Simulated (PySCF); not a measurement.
**[C4H7S2]− (SMILES [S-][C@@H]1C[C@@H]1CS): levels of theory compared**

Wanted: a comparison of 6 runs (HF/STO-3G, HF/def2-SVP, B3LYP/6-31G*, CAM-B3LYP/def2-SVP, PBE0/def2-SVP, SVWN5/6-311G**) of [C4H7S2]−. The job is set up through a Python script.

Program for the calculation: PySCF 2.14.0.

2 further runs of the same task are left out: 2 set aside as unsound or not needed.

## (1) The molecule

The species is [C4H7S2]− (13 atoms), meant as a singlet with charge -1. SMILES: `[S-][C@@H]1C[C@@H]1CS`. The coordinates come from a GFN2-xTB relaxation. This is one conformer, not always the lowest.

Bond lengths: S1–C2 1.782 Å, C2–C3 1.501 Å, C2–C4 1.507 Å, C3–C4 1.506 Å, C4–C5 1.501 Å, C5–S6 1.835 Å, C2–H7 1.088 Å, C3–H8 1.084 Å, C3–H9 1.081 Å, C4–H10 1.087 Å, C5–H11 1.092 Å, C5–H12 1.092 Å, S6–H13 1.454 Å. Some angles: S1–C2–C3 122.1°, S1–C2–C4 121.1°, C3–C2–C4 60.1°, C2–C3–C4 60.2°, C2–C4–C3 59.8°, C2–C4–C5 119.6°, C3–C4–C5 119.8°, C4–C5–S6 111.2°, S1–C2–H7 111.9°, C3–C2–H7 116.3°.

## (2) Energy and forces at HF/STO-3G (run 1)

calc.py reads:

```python
from pyscf import gto

mol = gto.M(
    atom='''
S     -1.219320    -0.250760     1.869420
C     -0.433010    -1.047670     0.482920
C      1.055490    -1.027080     0.290490
C      0.168410    -0.241960    -0.639860
C      0.151840     1.257530    -0.568130
S     -1.564960     1.900170    -0.494420
H     -0.944000    -1.965580     0.198220
H      1.550350    -1.915040    -0.085150
H      1.642070    -0.464720     1.003790
H      0.027940    -0.633650    -1.644490
H      0.626220     1.709470    -1.442320
H      0.649900     1.607030     0.338060
H     -1.710920     1.072250     0.691500
''',
    basis='sto-3g',
    charge=-1,
    verbose=3,
    max_memory=1860,
)

myscf = mol.RHF()
myscf.conv_tol = 1e-10
myscf.kernel()
if not myscf.converged:
    myscf = myscf.newton().run(myscf.mo_coeff, myscf.mo_occ)

etot = myscf.e_tot
print('E = %.10f Eh' % etot)
grad = myscf.nuc_grad_method().kernel()
myscf.analyze()
```

Command:

```sh
$ OMP_NUM_THREADS=1 python calc.py
```

Output:

```text
converged SCF energy = -939.842793932858
E = -939.8427939329 Eh
--------------- RHF gradients ---------------
         x                y                z
0 S     0.0066837599    -0.0103555516     0.0058919547
1 C     0.0219959515    -0.0074376134    -0.0287139953
2 C    -0.0095585629     0.0135337467     0.0053405180
3 C    -0.0023415124     0.0230154092     0.0105539926
4 C     0.0310602845    -0.0423514627     0.0050072956
5 S    -0.0106128330     0.0101996296    -0.0085886638
6 H    -0.0105173098     0.0027338420     0.0116295171
7 H    -0.0022893215    -0.0031204823     0.0002765770
8 H    -0.0013896145     0.0017108934     0.0014941672
9 H    -0.0049021232    -0.0007972777    -0.0026045187
10 H    -0.0083537487     0.0040119507    -0.0052325009
11 H    -0.0070968544     0.0044330018     0.0063775786
12 H    -0.0026781156     0.0044239144    -0.0014319221
----------------------------------------------
**** MO energy ****
MO #1   energy= -90.4211077358669  occ= 2
MO #2   energy= -90.2627147849048  occ= 2
MO #3   energy= -10.8408803974163  occ= 2
MO #4   energy= -10.8385541836921  occ= 2
MO #5   energy= -10.8336098496625  occ= 2
MO #6   energy= -10.800483563267   occ= 2
MO #7   energy= -8.34135947919233  occ= 2
MO #8   energy= -8.19961907112219  occ= 2
MO #9   energy= -5.97318819765223  occ= 2
MO #10  energy= -5.97181058319671  occ= 2
MO #11  energy= -5.96904993257209  occ= 2
MO #12  energy= -5.83153064004145  occ= 2
MO #13  energy= -5.82890257878822  occ= 2
MO #14  energy= -5.82769467639288  occ= 2
MO #15  energy= -0.905136905805078 occ= 2
MO #16  energy= -0.757198274375947 occ= 2
MO #17  energy= -0.624522700644097 occ= 2
MO #18  energy= -0.591288007052574 occ= 2
MO #19  energy= -0.537528580341375 occ= 2
MO #20  energy= -0.468640954129368 occ= 2
MO #21  energy= -0.441557450756549 occ= 2
MO #22  energy= -0.351505718297975 occ= 2
MO #23  energy= -0.339058107815011 occ= 2
MO #24  energy= -0.292805298227282 occ= 2
MO #25  energy= -0.239672786991594 occ= 2
MO #26  energy= -0.201618011352072 occ= 2
MO #27  energy= -0.184138150256518 occ= 2
MO #28  energy= -0.140359746692357 occ= 2
MO #29  energy= -0.09145200842759  occ= 2
MO #30  energy= -0.0202973473935115 occ= 2
MO #31  energy= 0.0651579378226433 occ= 2
MO #32  energy= 0.0925962956388849 occ= 2
MO #33  energy= 0.641697411381101  occ= 0
MO #34  energy= 0.709152707000447  occ= 0
MO #35  energy= 0.723545206582633  occ= 0
MO #36  energy= 0.794702679477617  occ= 0
MO #37  energy= 0.819740923634579  occ= 0
MO #38  energy= 0.872889452033919  occ= 0
MO #39  energy= 0.890476359732469  occ= 0
MO #40  energy= 0.897819462689869  occ= 0
MO #41  energy= 0.912640380742125  occ= 0
MO #42  energy= 1.00003954492754   occ= 0
MO #43  energy= 1.01598524153836   occ= 0
MO #44  energy= 1.03255997603253   occ= 0
MO #45  energy= 1.06131451053154   occ= 0
 ** Mulliken atomic charges  **
charge of    0S =     -0.43182
charge of    1C =     -0.12219
charge of    2C =     -0.12062
charge of    3C =     -0.05601
charge of    4C =     -0.12724
charge of    5S =     -0.16506
charge of    6H =     -0.01333
charge of    7H =     -0.00135
charge of    8H =      0.01444
charge of    9H =     -0.00062
charge of   10H =     -0.00673
charge of   11H =      0.01084
charge of   12H =      0.01970

WARN: System has nonzero charge -1; the dipole moment is origin-dependent.
Location of origin: [0. 0. 0.]

Dipole moment(X, Y, Z, Debye):  4.82313, -1.47757, -3.87355
```

It took 12 s on 1 thread of Intel Xeon at 2.50GHz (Skylake/Cascade Lake), shared host; peak memory 0.12 GiB.

## (3) Energy and gradient at HF/def2-SVP (run 2)

job.py reads:

```python
import pyscf.grad
from pyscf import gto

mol = gto.Mole()
mol.atom = [
    ('S', (-1.219320, -0.250760, 1.869420)),
    ('C', (-0.433010, -1.047670, 0.482920)),
    ('C', (1.055490, -1.027080, 0.290490)),
    ('C', (0.168410, -0.241960, -0.639860)),
    ('C', (0.151840, 1.257530, -0.568130)),
    ('S', (-1.564960, 1.900170, -0.494420)),
    ('H', (-0.944000, -1.965580, 0.198220)),
    ('H', (1.550350, -1.915040, -0.085150)),
    ('H', (1.642070, -0.464720, 1.003790)),
    ('H', (0.027940, -0.633650, -1.644490)),
    ('H', (0.626220, 1.709470, -1.442320)),
    ('H', (0.649900, 1.607030, 0.338060)),
    ('H', (-1.710920, 1.072250, 0.691500)),
]
mol.spin = 0
mol.verbose = 3
mol.charge = -1
mol.max_memory = 1860
mol.basis = 'def2-svp'
mol.build()

mf = mol.RHF()
mf.conv_tol = 1e-10
mf.kernel()
if not mf.converged:
    mf = mf.newton().run(mf.mo_coeff, mf.mo_occ)

energy = mf.e_tot
print('Final energy', energy)
grad = mf.Gradients().kernel()
mf.analyze()
```

Command:

```sh
$ OMP_NUM_THREADS=1 python job.py
```

Output:

```text
converged SCF energy = -950.197975465239
[... 15 lines left out ...]
MO #6   energy= -11.0726068225264  occ= 2
[... 10 lines left out ...]
MO #17  energy= -0.737455681704435 occ= 2
[... 10 lines left out ...]
MO #28  energy= -0.268871234042103 occ= 2
[... 10 lines left out ...]
MO #39  energy= 0.421162901929916  occ= 0
[... 10 lines left out ...]
MO #50  energy= 0.827189152622009  occ= 0
[... 10 lines left out ...]
MO #61  energy= 1.05211215598059   occ= 0
[... 10 lines left out ...]
MO #72  energy= 1.17017593505617   occ= 0
[... 10 lines left out ...]
MO #83  energy= 1.54484417155306   occ= 0
[... 10 lines left out ...]
MO #94  energy= 2.09167833574354   occ= 0
[... 10 lines left out ...]
MO #105 energy= 2.41823680519515   occ= 0
[... 10 lines left out ...]
MO #116 energy= 2.91543533708868   occ= 0
[... 10 lines left out ...]
MO #127 energy= 3.6246938397762    occ= 0
[... 15 lines left out ...]
WARN: System has nonzero charge -1; the dipole moment is origin-dependent.
Location of origin: [0. 0. 0.]

Dipole moment(X, Y, Z, Debye):  5.97924, -2.28978, -4.49830
```

It took 74 s on 1 thread of Intel Xeon at 2.50GHz (Skylake/Cascade Lake), shared host; peak memory 0.37 GiB.

Runs 3 to 4 aren't shown in full; the table further down has their settings and results.

## (4) Energy and gradient at PBE0/def2-SVP (run 5)

input.py reads:

```python
# [S-][C@@H]1C[C@@H]1CS
from pyscf import gto, dft

mol = gto.M(
    atom=[
    ('S', (-1.219320, -0.250760, 1.869420)),
    ('C', (-0.433010, -1.047670, 0.482920)),
    ('C', (1.055490, -1.027080, 0.290490)),
    ('C', (0.168410, -0.241960, -0.639860)),
    ('C', (0.151840, 1.257530, -0.568130)),
    ('S', (-1.564960, 1.900170, -0.494420)),
    ('H', (-0.944000, -1.965580, 0.198220)),
    ('H', (1.550350, -1.915040, -0.085150)),
    ('H', (1.642070, -0.464720, 1.003790)),
    ('H', (0.027940, -0.633650, -1.644490)),
    ('H', (0.626220, 1.709470, -1.442320)),
    ('H', (0.649900, 1.607030, 0.338060)),
    ('H', (-1.710920, 1.072250, 0.691500)),
],
    spin=0,
    verbose=3,
    charge=-1,
    basis='def2-svp',
    max_memory=1860,
)

mf = dft.RKS(mol)
mf.xc = 'pbe0'
mf.conv_tol = 1e-10
mf.grids.level = 5
mf.kernel()
if not mf.converged:
    mf = mf.newton().run(mf.mo_coeff, mf.mo_occ)

e_final = mf.e_tot
print('E(%s) = %.9f' % ('PBE0', e_final))
grad = mf.nuc_grad_method().kernel()
mf.analyze()
```

Command:

```sh
$ OMP_NUM_THREADS=1 python input.py
```

Output:

```text
converged SCF energy = -952.194924705948
[... 15 lines left out ...]
MO #6   energy= -10.0753319846278  occ= 2
[... 10 lines left out ...]
MO #17  energy= -0.521014037450944 occ= 2
[... 10 lines left out ...]
MO #28  energy= -0.154959608597727 occ= 2
[... 10 lines left out ...]
MO #39  energy= 0.296634617850624  occ= 0
[... 10 lines left out ...]
MO #50  energy= 0.644415036034508  occ= 0
[... 10 lines left out ...]
MO #61  energy= 0.835944320767881  occ= 0
[... 10 lines left out ...]
MO #72  energy= 0.93998400193012   occ= 0
[... 10 lines left out ...]
MO #83  energy= 1.29749320470861   occ= 0
[... 10 lines left out ...]
MO #94  energy= 1.82727802031539   occ= 0
[... 10 lines left out ...]
MO #105 energy= 2.13121433544832   occ= 0
[... 10 lines left out ...]
MO #116 energy= 2.60187834914096   occ= 0
[... 10 lines left out ...]
MO #127 energy= 3.27905925780985   occ= 0
[... 15 lines left out ...]
WARN: System has nonzero charge -1; the dipole moment is origin-dependent.
Location of origin: [0. 0. 0.]

Dipole moment(X, Y, Z, Debye):  5.78763, -2.44197, -4.08457
```

Wall time 3.4 min (1 thread of Intel Xeon at 2.50GHz (Skylake/Cascade Lake), shared host); peak memory 1.3 GiB.

## (5) Energy and forces at SVWN5/6-311G(d,p) (run 6)

input.py reads:

```python
from pyscf import gto, dft

mol = gto.M(
    atom='''
S       -1.219320      -0.250760       1.869420
C       -0.433010      -1.047670       0.482920
C        1.055490      -1.027080       0.290490
C        0.168410      -0.241960      -0.639860
C        0.151840       1.257530      -0.568130
S       -1.564960       1.900170      -0.494420
H       -0.944000      -1.965580       0.198220
H        1.550350      -1.915040      -0.085150
H        1.642070      -0.464720       1.003790
H        0.027940      -0.633650      -1.644490
H        0.626220       1.709470      -1.442320
H        0.649900       1.607030       0.338060
H       -1.710920       1.072250       0.691500
''',
    max_memory=1860,
    charge=-1,
    basis='6-311g**',
    verbose=3,
)

ks = dft.RKS(mol)
ks.xc = 'svwn'
ks.grids.level = 5
ks.conv_tol = 1e-10
ks.kernel()
if not ks.converged:
    ks = ks.newton().run(ks.mo_coeff, ks.mo_occ)

energy = ks.e_tot
print('Final energy', energy)
grad = ks.nuc_grad_method().kernel()
dip = ks.dip_moment()
pop, q = ks.mulliken_pop()
```

Command:

```sh
$ OMP_NUM_THREADS=1 python input.py
```

Output:

```text
converged SCF energy = -948.924914385583
Final energy -948.9249143855831
--------------- RKS gradients ---------------
         x                y                z
0 S    -0.0007396771    -0.0006940307    -0.0070358686
1 C    -0.0038483576    -0.0052465467    -0.0034509131
2 C     0.0071111422     0.0011947501     0.0068778131
[... 9 lines of this table left out ...]
12 H     0.0026972756     0.0069995619    -0.0107460552
----------------------------------------------

WARN: System has nonzero charge -1; the dipole moment is origin-dependent.
Location of origin: [0. 0. 0.]

Dipole moment(X, Y, Z, Debye):  6.40528, -2.76796, -4.38717
[... 141 lines left out ...]
pop of  8 H 2py           0.00755
pop of  8 H 2pz           0.00924
pop of  9 H 1s            0.26584
pop of  9 H 2s            0.45126
pop of  9 H 3s            0.13981
pop of  9 H 2px           0.00665
pop of  9 H 2py           0.00498
pop of  9 H 2pz           0.01053
pop of  10 H 1s           0.26494
pop of  10 H 2s           0.43863
pop of  10 H 3s           0.12571
pop of  10 H 2px          0.00632
pop of  10 H 2py          0.00594
pop of  10 H 2pz          0.00915
pop of  11 H 1s           0.26375
pop of  11 H 2s           0.41389
pop of  11 H 3s           0.11751
pop of  11 H 2px          0.00534
pop of  11 H 2py          0.00511
pop of  11 H 2pz          0.01056
pop of  12 H 1s           0.19840
pop of  12 H 2s           0.52702
pop of  12 H 3s           0.12954
pop of  12 H 2px          0.00610
pop of  12 H 2py          0.01704
pop of  12 H 2pz          0.02097
 ** Mulliken atomic charges  **
charge of    0S =     -0.44692
charge of    1C =     -0.35661
charge of    2C =     -0.25281
charge of    3C =     -0.16964
charge of    4C =     -0.47649
charge of    5S =     -0.26324
charge of    6H =      0.15614
charge of    7H =      0.10849
charge of    8H =      0.14607
charge of    9H =      0.12093
charge of   10H =      0.14932
charge of   11H =      0.18383
charge of   12H =      0.10093
```

Wall time 3.8 min (1 thread of Intel Xeon at 2.50GHz (Skylake/Cascade Lake), shared host); peak memory 1.4 GiB.

## (6) Overview of the runs

```
run                               level  integration grid  energy (Eh)  HOMO energy (eV)  LUMO energy (eV)  HOMO–LUMO gap (eV)  wall time
  1                           HF/STO-3G                 –  -939.842794              2.52             17.46               14.94       12 s
  2                         HF/def2-SVP                 –  -950.197975             -2.42              8.70               11.12       74 s
  3  B3LYP/6-31G* (spherical functions)                 5  -953.005153             -0.03              5.80                5.83      3 min
  4                  CAM-B3LYP/def2-SVP                 5  -952.571081             -1.18              6.66                7.84    5.9 min
  5                       PBE0/def2-SVP                 5  -952.194925             -0.11              5.71                5.81    3.4 min
  6                      SVWN5/6-311G**                 5  -948.924914              0.10              3.93                3.83    3.8 min
```

## (7) Results

```
                                                    quantity          value
                                         run 6: total energy  -948.92491 Eh
                                          run 6: HOMO energy        0.10 eV
                                          run 6: LUMO energy        3.93 eV
run 6: HOMO–LUMO gap (to an unbound level, set by the basis)        3.83 eV
                             run 6: largest force on an atom     0.988 eV/Å
```

What this shows: The HOMO–LUMO gap runs from 3.83 eV (SVWN5/6-311G**) to 14.94 eV (HF/STO-3G). The two ends differ in method and basis. The empty levels of an anion lie above zero and hang on the basis. Totals of different functionals can't be ranked against each other. In runs 1, 6 the HOMO lies above zero, so the outermost electron may be held by the basis alone. In run 1 the basis is minimal, so the values are rough. All runs together took 18 min, the longest 5.9 min.
